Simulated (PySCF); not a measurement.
formaldehyde (CH₂O), SMILES C=O. Heavy atoms are numbered as in [CH2:1]=[O:2]. Hydrogens are named by the atom that carries them.

Geometry: PBE0-D3(BJ)/def2-TZVPD.

These are PySCF with HF/def2-TZVPD values and carry that method's errors.

Mulliken values depend strongly on the basis, most of all with diffuse functions as here. ESP charges are fitted to the potential on shells at 1.4 to 2.0 van der Waals radii. Atomic charges (e), one atom of each kind:

| atom | IAO | Mulliken | ESP fit |
|---|---|---|---|
| C1 (CH2) | 0.23 | 0.09 | 0.35 |
| O2 | -0.43 | -0.47 | -0.44 |
| H on C1 | 0.10 | 0.19 | 0.05 |
